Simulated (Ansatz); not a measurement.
Z-matrix (Å, degrees):
```
C
O 1 1.415
C 1 1.509 2 111.8
H 1 1.093 2 107.4 3 120.8
H 1 1.099 2 110.1 3 -122.1
C 2 1.415 1 113.2 3 28.6
O 3 1.415 1 111.8 2 -61.8
H 3 1.099 1 109.6 2 60.6
H 3 1.093 1 110.1 2 179.0
C 6 1.509 2 111.8 1 28.7
H 6 1.099 2 110.2 1 -93.4
H 6 1.093 2 107.3 1 149.5
H 10 1.099 6 109.6 2 60.6
H 10 1.093 6 110.1 2 179.0
```

Charge 0, multiplicity 1.

(1) List the PBE/def2-TZVPP orbital energies in eV (the Gaussian-basis code of Ansatz). (Best estimate.)

Answers

(1) Computed: Occupied: -510.35, -510.35, -270.18, -270.18, -270.17, -270.17, -26.49, -25.47, -19.41, -17.31, -16.77, -13.45, -12.85, -12.60, -12.36, -10.44, -10.26, -9.73, -9.61, -9.28, -8.95, -6.73, -5.95, -5.60. Lowest empty: 0.48, 1.13, 1.15, 1.38, 2.10, 2.12, 2.26, 2.42.
